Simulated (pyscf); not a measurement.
H₂B–NH₂ + HF → H₂B–F + NH₃ (four-centre exchange; singlet surface; B–N, F–H broken, B–F, H–N formed). Optimised with ωB97X-D3(BJ)/def2-SVP in PySCF. Correlated levels are frozen-core, on RHF or UHF. ΔMP2 is the change of the MP2 total energy from the triple- to the quadruple-zeta basis. Energies in kcal/mol from the separated reactants.

```
level                             barrier  reaction energy
--------------------------------  -------  ---------------
ωB97X-D3(BJ)/def2-TZVP                9.2             -0.5
r²SCAN/def2-TZVP                      6.3             -0.4
B3LYP-D3(BJ)/def2-TZVP               10.0             -0.4
M06-2X/def2-TZVP                      9.1             -0.2
CCSD/def2-TZVPP                         …             -0.1
CCSD(T)/def2-TZVPP                   11.3             +0.4
CCSD(T)/def2-TZVPP + ΔMP2(QZVPP)        …                …
```

Question: What belongs in the gaps?

Answer: 
- CCSD/def2-TZVPP, barrier: 13.3
- CCSD(T)/def2-TZVPP + ΔMP2(QZVPP), barrier: 12.0
- CCSD(T)/def2-TZVPP + ΔMP2(QZVPP), reaction energy: +0.7

Of the functionals in the table, B3LYP-D3(BJ) is closest to CCSD(T)/def2-TZVPP + ΔMP2(QZVPP) in the barrier (2.0 kcal/mol apart) and r²SCAN least close (5.7 kcal/mol); that level has limits of its own. On the reactant side the descent ends in a complex, 4.7 kcal/mol under the separated species and 13.9 kcal/mol under the saddle at ωB97X-D3(BJ)/def2-TZVP. On the product side the descent ends in an adduct with a B–N contact, 21.9 kcal/mol under the separated species and 31.6 kcal/mol under the saddle at ωB97X-D3(BJ)/def2-TZVP. What is counted as broken (B–N) persists as a longer contact in the product adduct; parting that adduct is a step of its own. This is the saddle that the search found; another between the same sides may lie lower. The CCSD(T) − MP2 part came from Ansatz, without density fitting, on the same reference.
